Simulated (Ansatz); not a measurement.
Relaxation of B₂H₂⁺ with UKS r2SCAN-D4/def2-TZVP.

```sh
$ ansatz run in.yaml --threads 4 --pin off --events-out ev --progress --plain --max-ram 3916MiB
```

```yaml
crystal:
  periodic: [false, false, false]
  atoms:
    - {symbol: B, position_ang: [0.266070, 0.575260, -0.443080]}
    - {symbol: B, position_ang: [-0.257550, -0.577990, 0.444960]}
    - {symbol: H, position_ang: [-0.657660, -1.442510, 1.109830]}
    - {symbol: H, position_ang: [0.649140, 1.445240, -1.111710]}
basis:
  gaussian: {orbitals: def2-TZVP}
total_charge: 1
magnetization: {spin_polarized: true, initial_magnetization: 1}
hamiltonian: {xc: r2scan, dispersion: d4}
scf: {omitted_lower_state_checks: [starts]}
output: {orbitals: {seedname: orbitals}}
relax: {f_tol: 0.02, max_steps: 100}
```

Hardware: 4 threads of AMD EPYC 9R45 on a shared host. Wall time 6 s.

Positions (Å) and forces (eV/Å) at steps 1, 2, 3 of 3:

```xyz
4
step=1 energy=-1371.4423 eV
B     0.266    0.575   -0.443    0.579    1.306   -1.004
B    -0.258   -0.578    0.445   -0.587   -1.292    0.994
H    -0.658   -1.443    1.110   -0.094   -0.218    0.168
H     0.649    1.445   -1.112    0.102    0.204   -0.158
4
step=2 energy=-1371.5053 eV
B     0.273    0.595   -0.458    0.104    0.250   -0.191
B    -0.267   -0.596    0.459   -0.114   -0.244    0.187
H    -0.667   -1.467    1.129   -0.028   -0.073    0.056
H     0.662    1.469   -1.130    0.038    0.067   -0.052
4
step=3 energy=-1371.5089 eV
B     0.274    0.601   -0.462    0.003    0.016   -0.011
B    -0.271   -0.601    0.463   -0.009   -0.014    0.010
H    -0.670   -1.476    1.135    0.001   -0.004    0.003
H     0.667    1.477   -1.136    0.004    0.002   -0.002
```

The structure comes from a short search, and lower isomers may exist.
